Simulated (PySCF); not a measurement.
Acid–base and redox partners of OC=O. Isolated molecules, 0 K electronic values unless said otherwise. One relaxed conformer stands for each flexible species; it need not be the lowest. Strings in code marks are SMILES.

The HOMO from two functionals at the same geometries (PBE0-D4/def2-TZVP), both in PySCF: PBE-D3(BJ)/def2-TZVP and PBE0-D4/def2-TZVP. 

```
species                                                                            PBE-D3(BJ)/def2-TZVP (eV)
---------------------------------------------------------------------------------  -------------------------
neutral parent (`O=CO` (O–C–O–H torsion 0°))                                                           -6.86
proton added at O1 (`[O+](=C/O)/[H]` (H–O–C–O torsion 0°))                                            -16.44
proton added at O3 (`C([OH2+])=O` (not the most basic site; O–C–O–H torsion 12°))                     -15.20
```

Problem. What does PBE0-D4/def2-TZVP give for each?

Solution. 
- neutral parent (`O=CO` (O–C–O–H torsion 0°)): -8.55
- proton added at O1 (`[O+](=C/O)/[H]` (H–O–C–O torsion 0°)): -18.08
- proton added at O3 (`C([OH2+])=O` (not the most basic site; O–C–O–H torsion 12°)): -16.83
Over these rows, drawn at random from the members with no instability flagged (it was tested for open shells, ions and some series alone), PBE minus PBE0-D4: mean +1.66 eV, from +1.63 eV to +1.69 eV.
